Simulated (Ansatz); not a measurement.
`C=C(C)CF` → propene + `[CH]F` at 400 K and 1 bar (formal loss of a carbene).

Calculated with Ansatz (gas phase, PBE0-D4/def2-TZVP geometries, no zero-point term in ΔE). CCSD(T)/CBS adds triple-zeta CCSD(T) − MP2 to the extrapolated MP2 energy (def2 sets, frozen cores). This one scheme is used for every species. One conformer a species, not always the lowest.

| species | CCSD(T)/CBS energy (Eh) | H − E (kJ/mol) | S (J/(mol·K)) |
| --- | --- | --- | --- |
| `C=C(C)CF` | -256.19086 | 294.0 | 346.3 |
| `C=CC` | -117.74610 | 229.7 | 285.2 |
| `[CH]F` | -138.29972 | 46.3 | 233.5 |

H − E and S are ideal-gas, rigid-rotor, harmonic terms from PBE0-D4/def2-TZVP, for one conformer and one mirror image of each species. 1 Eh = 2625.50 kJ/mol, R = 8.31446 J/(mol·K).

**Question.** By hand: ΔE, ΔH, ΔS and ΔG.

**Answer.** ΔE = (-117.74610) + (-138.29972) − (-256.19086) = 0.14504 Eh = 380.8 kJ/mol. Δ(H − E) = 229.7 + 46.3 − 294.0 = -18.0, so ΔH = 362.8 kJ/mol. ΔS = 285.2 + 233.5 − 346.3 = 172.4 J/(mol·K). ΔG = 362.8 − 400 × (172.4)/1000 = 293.8 kJ/mol.

**Question.** By hand: the equilibrium constant, and the temperature at which ΔG would vanish if ΔH and ΔS stayed fixed.

**Answer.** log₁₀ K = −ΔG/(RT ln 10) = -38.4. ΔG = 0 at ΔH/ΔS = 2104 K.

The number of gas molecules changes by +1, which sets the sign of ΔS. A doubt of 5 kJ/mol in ΔE shifts log₁₀ K by 0.7 here. Other conformers and mirror images would add mixing entropy, several J/(mol·K) or more a flexible species. These are equilibria of isolated gas molecules and say nothing of rates. Largest T1 diagnostic: 0.018 (customary marks: 0.02 for closed shells, 0.045 for open ones).
